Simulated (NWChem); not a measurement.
Species: nitrous oxide (N2O); SMILES N#[N+][O-]

Program: NWChem. All runs use the structure optimised with PBE-D3(BJ)/def2-SVP. Static field.

| level | isotropic polarisability (bohr³) | anisotropy (bohr³) |
|---|---|---|
| PBE/aug-cc-pVDZ | 19.7 | 20.2 |
| B3LYP/aug-cc-pVDZ | 19.4 | 20.1 |
| LDA (Slater exchange, VWN5)/aug-cc-pVDZ | 19.7 | 20.1 |
| BHandHLYP/aug-cc-pVDZ | 18.9 | 19.8 |
